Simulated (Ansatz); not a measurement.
**How methods differ on SiH2 (SMILES [SiH2])**

The species is SiH2 (3 atoms), meant as a singlet with charge 0. As SMILES, `[SiH2]`. Geometry: relaxed at PBE0-D4/def2-TZVP.

```xyz
3

Si   -0.4912    0.4686   -0.2136
H     0.8403    0.5786    0.5225
H    -0.3491   -1.0472   -0.3089
```

Each level gives the energy change with the Si1–H2 bond stretched from 1.525 to 1.907 Å (eV). The values are calculated.

```json
{"level": "HF/cc-pVDZ (restricted)", "kind": "Hartree–Fock", "program": "Ansatz", "value (eV)": "0.73", "less FCI/cc-pVDZ": "+0.11", "CPU time (all runs)": "0.38 s"}
{"level": "SVWN5/cc-pVDZ (restricted)", "kind": "LDA", "program": "Ansatz", "value (eV)": "0.52", "less FCI/cc-pVDZ": "-0.10", "CPU time (all runs)": "1.1 s"}
{"level": "revPBE/cc-pVDZ (restricted)", "kind": "GGA", "program": "Ansatz", "value (eV)": "0.52", "less FCI/cc-pVDZ": "-0.10", "CPU time (all runs)": "1.8 s"}
{"level": "r2SCAN/cc-pVDZ (restricted)", "kind": "meta-GGA", "program": "Ansatz", "value (eV)": "0.60", "less FCI/cc-pVDZ": "-0.02", "CPU time (all runs)": "3.8 s"}
{"level": "PBE0/cc-pVDZ (restricted)", "kind": "global hybrid", "program": "Ansatz", "value (eV)": "0.61", "less FCI/cc-pVDZ": "-0.01", "CPU time (all runs)": "1.8 s"}
{"level": "HSE06/cc-pVDZ (restricted)", "kind": "range-separated hybrid", "program": "Ansatz", "value (eV)": "0.61", "less FCI/cc-pVDZ": "-0.01", "CPU time (all runs)": "2.2 s"}
{"level": "B2PLYP/cc-pVDZ (restricted)", "kind": "double hybrid", "program": "Ansatz", "value (eV)": "0.64", "less FCI/cc-pVDZ": "+0.02", "CPU time (all runs)": "2.6 s"}
{"level": "CCSDT/cc-pVDZ (restricted)", "kind": "coupled cluster or CI", "program": "Ansatz", "value (eV)": "0.62", "less FCI/cc-pVDZ": "0.00", "CPU time (all runs)": "1.6 s"}
{"level": "FCI/3-21G", "kind": "exact in the basis", "program": "Ansatz", "value (eV)": "0.43", "less FCI/cc-pVDZ": "-0.19", "CPU time (all runs)": "1 s"}
{"level": "FCI/cc-pVDZ", "kind": "exact in the basis", "program": "Ansatz", "value (eV)": "0.62", "less FCI/cc-pVDZ": "0.00", "CPU time (all runs)": "9.7 s"}
```

FCI/cc-pVDZ is exact within its basis and frozen core, so for wave-function methods in that basis the difference is their error; functionals converge differently with the basis, so for them it is only a difference. The first shape isn't each level's own minimum. The values span 0.43 to 0.73 eV. High-level rows in very small sets aren't better than simpler rows in larger ones. CPU times are rough (shared hosts, several kinds of processor): they show what a rung costs within a factor of a few.
